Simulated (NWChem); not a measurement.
System: formic acid (CH2O2); SMILES C(=O)O

```xyz
5

O      0.1305    -1.1170     0.0000
C     -0.4047     0.1193     0.0000
O      0.2230     1.1477     0.0000
H      1.1014    -1.0021     0.0000
H     -1.5016     0.0403     0.0000
```
Atoms are numbered in this order, from 1.

All runs: NWChem. Coordinates come from a B3LYP/6-31G* (spherical d) optimisation. Hybrids' shares of exact exchange are those that their runs print; pure functionals count as 0. The functionals differ in more than this share.

```
row                    share of exact exchange  highest occupied level (eV)
---------------------  -----------------------  ---------------------------
PBE/def2-SVP                              0.00                        -6.55
PW91/def2-SVP                             0.00                        -6.62
B3LYP/def2-SVP                            0.20                        -8.03
B3PW91/def2-SVP                           0.20                        -8.07
BHandHLYP/def2-SVP                        0.50                       -10.06
Hartree-Fock/def2-SVP                     1.00                     withheld
```

Task: Fit a straight line of the last column on the one before it, predict the withheld value, and compare with the run.

Result: 
1. Means of the 5 shown rows: x = 0.180, y = -7.866. Slope Σ(x − x̄)(y − ȳ)/Σ(x − x̄)² = -1.171/0.1680 = -6.968; intercept -6.612.
2. The shown rows scatter about the line by 0.045 (root mean square); the largest residual is -0.06, at B3PW91/def2-SVP.
3. At x = 1.00 (Hartree-Fock/def2-SVP; beyond the shown range) the line gives -13.58.
4. The run gives -12.86, +0.72 from the line, 16.1 times the scatter.
